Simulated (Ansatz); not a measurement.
Mulliken charges of `NC(F)=C=O` from B3LYP/def2-TZVPP in Ansatz (PBE0-D4/def2-TZVP geometry).

```csv
atom,x (Å),y (Å),z (Å),charge (e)
N1,0.683,-0.029,0.799,-0.309
C2,-0.331,-0.185,-0.107,0.134
F3,-1.366,-1.046,0.128,-0.214
C4,-0.340,0.492,-1.237,0.203
O5,-0.323,1.101,-2.224,-0.143
H6,0.439,0.417,1.672,0.164
H7,1.298,-0.819,0.924,0.164
```

Problem. By hand: the dipole of these point charges (1 e Å = 4.8032 D).

Solution. Σ q r = (0.299, 0.085, 0.204) e Å, of length 0.372 e Å = 1.79 D.

Problem. How does the dipole of the full density compare? (Estimate.)

Solution. The calculation gave: (0.266, -0.072, 0.424) e Å, 2.43 D; the point charges give 0.74 times that, at 32° from its direction.

Point charges leave out the atoms' own dipoles, such as those of lone pairs, and Mulliken's split depends on the basis, so the two needn't agree.

B3LYP here is the variant with VWN-RPA as its local correlation; programs differ in this.
